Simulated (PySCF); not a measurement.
# A search over the determinants of SO

Unrestricted PBE0; S 6-311G(d,p), O 6-311G(d,p); no relativity (PySCF 2.14). Outer shells of the fragments: S 3s2 3p4; O 2s2 2p4.

Followed along the bond (rough minima from three points):

```csv
2Ms+1,unpaired,⟨S²⟩ at the start,R at minimum (Å),Te (eV)
3,π ↑↑,2.01,1.50,0.00
1,π ↑↓,1.01,1.50,0.33
1,none,0.00,1.50,1.35
5,"σ ↑, π ↑↑↑",6.01,none in the scan,≤ 5.89
```

Solutions found at the starting distance of 1.585 Å, counted from the lowest of them; the search is not exhaustive and high or unbound solutions are not listed, so other states can lie among these:

```tsv
2Ms+1	unpaired	term	E (eV)	⟨S²⟩	⟨Lz²⟩	μ (D)
3	π ↑↑	³Σ⁻	0.00	2.01	0.00	-1.77
1	π ↑↓	mixed	0.33	1.01	2.01	-1.81
1	none	mixed	1.35	0.00	2.00	-1.81
3	π ↑↑	mixed	3.82	2.01	2.01	-0.63
3	σ ↑, π ↑	³Π	5.03	2.04	1.01	-1.04
3	σ ↑, π ↑	³Π	5.28	2.01	1.00	-1.11
1	σ ↓, π ↑	mixed	5.35	1.07	1.02	-0.87
1	σ ↓, π ↑	mixed	5.68	1.01	1.00	-1.13
5	σ ↑, π ↑↑↑	⁵Π	6.85	6.01	1.00	0.02
3	σ ↑, π ↑↑↓	mixed	7.74	3.01	3.02	0.02
```

A term symbol is given only where ⟨S²⟩ and ⟨Lz²⟩ are close to those of a pure state; real π, δ and φ orbitals otherwise mix terms. A positive dipole means S(−)O(+).

The measured ground state is X ³Σ- (Huber and Herzberg, Constants of Diatomic Molecules (1979)).

Counting both spins, an empty level lies below a filled one in some of these solutions, because spin and occupation are held.
